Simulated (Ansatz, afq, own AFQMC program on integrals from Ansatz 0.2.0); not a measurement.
Where AFQMC and coupled cluster stand for AlSiH, triplet

```yaml
atoms:
  - { symbol: Si, position_ang: [0.0000, 0.0000, 1.7570] }
  - { symbol: Al, position_ang: [0.0000, 0.0000, -0.0790] }
  - { symbol: H, position_ang: [0.0000, 0.0000, -1.6779] }
```

Connectivity, by distances: Si–AlH.

Basis 6-31G. Only valence electrons are correlated. Integrals, coupled cluster, full CI and functionals: Ansatz 0.2.0; the random walks run on the same integrals in our own AFQMC program. The CISD trial takes its coefficients from CCSD amplitudes. Released means that phaseless walkers are propagated on without the constraint, phases kept. Error bars are statistical, one sigma.

Determinant: UHF, the one that the program's search chose, which needn't be the lowest solution. The geometry is a point of a scan.

Full CI on the same integrals is exact in this basis and with this determinant's frozen core.

Cautions: lower spins were not checked; the search met a lower determinant of the same kind, perhaps of another symmetry (52 meV lower); raised T1 diagnostic (T1 0.043, weight of the determinant 0.88, largest double 0.11); unrestricted determinant spin contaminated (⟨S²⟩ 2.15 against 2.00).

```
T1 diagnostic                               : 0.0434
weight of the determinant in the CISD state : 0.883
⟨S²⟩ of the determinant                     : 2.150
size of the correlated space                : 8 electrons in 18 orbitals
```

| level | correlation energy (eV) |
| --- | --- |
| MP2 | -1.4870 |
| CCSD | -2.1345 |
| CCSD(T) | -2.1854 |

Problem. Estimate where AFQMC with the constraint released lies against CCSD(T) on the same integrals.

Solution. 2.2 ± 0.1 kJ/mol below CCSD(T).

Reference: full CI, correlation energy -2.212 eV. The released energy is read at 2.40 1/Eh (meV from the phaseless value at times in 1/Eh: -1.1 ± 2.0 at 0.24, -2.3 ± 1.6 at 0.51, -5.4 ± 1.3 at 0.99, -5.5 ± 1.2 at 1.62, -4.6 ± 1.1 at 2.40).

| level | E − E(reference) (kJ/mol) | share of correlation (%) |
| --- | --- | --- |
| CCSD(T) | 2.5 | 98.81 |
| CCSDT | 0.5 | 99.77 |
| CCSDT(Q) | 0.1 | 99.96 |
| CCSDTQ | 0.0 | 99.98 |
| ph-AFQMC/CISD | 0.8 ± 0.2 | 99.64 |
| released AFQMC | 0.3 ± 0.1 | 99.84 |

CCSDT and higher add their correlation energy to the determinant of the CCSD(T) run, since their own runs factorise the integrals more tightly (a shift of under 2 meV). Released energies are given only where the last usable release times agree within the noise; a slower fall can still hide under it.
